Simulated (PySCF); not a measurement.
Bonding in `CC(=S)[C@H](C)[S-]`

Species: C₄H₇S₂ (charge -1).
Atom-mapped SMILES: `[CH3:1][C:2](=[S:3])[C@H:4]([CH3:5])[S-:6]` (hydrogens: H7, H8, H9 on C1; H10 on C4; H11, H12, H13 on C5)

Geometry (GFN2-xTB, Å), atoms numbered from 1 in this order:
```
atom  x, y, z in Å
C1     1.5490    0.4033    0.0801
C2     0.6682   -0.7771   -0.2314
S3     1.3170   -1.9585   -1.2556
C4    -0.7893   -0.6691   -0.0303
C5    -1.4913    0.6698    0.0010
S6    -0.2206   -1.3372    1.5550
H7     1.5208    1.1015   -0.7613
H8     2.5752    0.0615    0.2049
H9     1.2348    0.9213    0.9853
H10   -1.3552   -1.4194   -0.5857
H11   -0.9766    1.3635    0.6617
H12   -2.5122    0.5464    0.3626
H13   -1.5244    1.0943   -1.0042
```

Bond orders from the PBE0/pcSseg-1 density (PySCF). Isolated species at its GFN2-xTB geometry (one conformer only). The pcSseg-1 basis has no diffuse functions, a weakness for an anion.

(1) How far do the computed orders between heavy atoms stray from the drawn ones?

(2) Set the Mayer orders of the bonds between heavy atoms beside their lengths.

Answers

(1) The largest departure is 0.608, at C2–S3 (drawn double, 1.392). Drawn double or triple, more than 0.30 short of the drawn order: C2–S3 (1.392). The SMILES, with its formal charges, is one Lewis structure only.

(2) 
```tsv
bond	drawn as	length (Å)	Mayer order
C1–C2	single	1.505	0.997
C2–S3	double	1.693	1.392
C2–C4	single	1.475	0.941
C4–C5	single	1.512	1.005
C4–S6	single	1.812	0.949
```

Bonds between the same two heavy elements. C–C: lowest C2–C4 (0.941, 1.475 Å), highest C4–C5 (1.005, 1.512 Å); in 2 of the 3 pairs the longer bond (by over 0.003 Å) has the higher order (by 0.02 or more). C–S: lowest C4–S6 (0.949, 1.812 Å), highest C2–S3 (1.392, 1.693 Å).

Problem. And the bonds to hydrogen?

Solution. C–H: 0.94 to 0.97 (7 bonds).

Problem. Sum the orders of all bonds at each heavy atom with more than one neighbour and set the sums beside the valence in the SMILES.

Solution. C1 3.852 (drawn 4), C2 3.330 (drawn 4), C4 3.837 (drawn 4), C5 3.886 (drawn 4). Orders between atoms that aren't bonded are not in these sums.

The Mayer order sums products of elements of PS (density times overlap matrix) between the two atoms' basis functions, so it depends on the basis set.
